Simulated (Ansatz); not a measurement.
A nudged elastic band was laid between two geometries of BH5O (7 atoms, charge 0, multiplicity 1).

All numbers below come from Ansatz, RKS r2SCAN/def2-SVP.

| Property | Result |
| --- | --- |
| movable images | 7 |
| climbing image | yes |
| spring | 2.0 to 10.0 eV/Å², energy-weighted |
| optimiser | quadratic models (default) |
| start path | through a guess of the saddle point |
| force threshold | 0.05 eV/Å |
| iteration limit | 60 |
| end points | relaxed |

Image 0:

```xyz
7
Properties=species:S:1:pos:R:3
B -0.019 -0.014 0.063
H -0.395 0.485 1.114
H 1.138 0.211 -0.233
H -0.817 0.044 -0.853
O 0.015 -1.673 0.402
H -0.876 -1.932 0.685
H 0.587 -1.808 1.172
```

Image 8:

```xyz
7
Properties=species:S:1:pos:R:3
B 0.007 -0.173 -1.024
H 0.251 -1.368 3.415
H 0.995 0.514 -1.125
H -0.813 -0.278 -1.914
O -0.152 -0.834 0.143
H -0.956 -1.370 0.173
H 0.302 -1.178 2.681
```

Question: Which bonds break or form, and what moves?

Answer: Bonds broken: B1–H2, O5–H7. Bonds formed: H2–H7. BH5O becomes BH3O + H2.

Question: What energy profile does the band end with?

Answer: It converged. The highest image is number 3 of 0 to 8, 0.86 eV above the first end and 1.53 eV above the last; the last end lies 0.67 eV below the first. Another band between the same ends (7 images) ends at a top of the same energy, where a vibrational analysis finds 1 clearly imaginary mode. The orbitals stay closed-shell, which can raise the energy where a bond breaks towards radicals; this wasn't checked here.

| image | path coordinate (Å) | energy (eV) | B1–H2 (Å) | O5–H7 (Å) | H2–H7 (Å) |
| --- | --- | --- | --- | --- | --- |
| 0 | 0.00 | 0.00 | 1.22 | 0.97 | 2.49 |
| 1 | 1.02 | 0.11 | 1.23 | 0.97 | 1.90 |
| 2 | 1.48 | 0.51 | 1.26 | 1.04 | 1.35 |
| 3 | 1.79 | 0.86 | 1.35 | 1.28 | 1.03 |
| 4 | 2.07 | 0.52 | 1.50 | 1.58 | 0.85 |
| 5 | 2.48 | -0.16 | 1.85 | 1.98 | 0.77 |
| 6 | 3.89 | -0.64 | 3.15 | 2.89 | 0.76 |
| 7 | 5.29 | -0.66 | 4.04 | 2.66 | 0.76 |
| 8 | 6.69 | -0.67 | 4.60 | 2.60 | 0.76 |

Question: What is the geometry of the highest image?

Answer: 
```xyz
7
Properties=species:S:1:pos:R:3:forces:R:3
B 0.081 -0.257 0.020 0.00 0.00 0.00
H -0.036 0.161 1.302 0.00 0.00 0.00
H 1.151 0.153 -0.351 0.00 0.00 0.00
H -0.941 0.082 -0.530 0.00 0.00 0.00
O 0.134 -1.792 0.392 0.00 0.00 0.00
H -0.744 -2.169 0.248 0.00 0.00 0.00
H -0.012 -0.867 1.268 0.00 0.00 0.00
```

The band took 14 iterations and of the order of 2.6 core-minutes.

Time of the run: 2.6 min on 1 thread of Arm Neoverse V1 (shared host), peak memory 0.1 GiB.
